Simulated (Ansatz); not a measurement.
Ansatz (a program for electronic structure) input (B3LYP/LANL2DZ): The .json file is the Basis Set Exchange's LANL2DZ.

Ansatz 0.2 input:
```yaml
crystal:
  periodic: [false, false, false]
  atoms:
    - {symbol: C, position_ang: [0.05391172, 0.80080368, -0.10182354]}
    - {symbol: N, position_ang: [-0.07202677, -0.70518643, -0.08531619]}
    - {symbol: H, position_ang: [0.20860883, -1.14742715, 0.80112789]}
    - {symbol: H, position_ang: [-1.05121284, -0.94323814, -0.19400284]}
    - {symbol: H, position_ang: [-0.09433519, 1.20392142, 0.92877463]}
    - {symbol: H, position_ang: [1.11765621, 1.01822688, -0.32774514]}
basis:
  gaussian:
    orbitals: LANL2DZ.json
hamiltonian:
  xc: {name: B3LYP}
total_charge: -1
relax: {f_tol: 0.003, max_steps: 120}
```

Question: What final total energy does it give?

Answer: -95.13744 Eh.
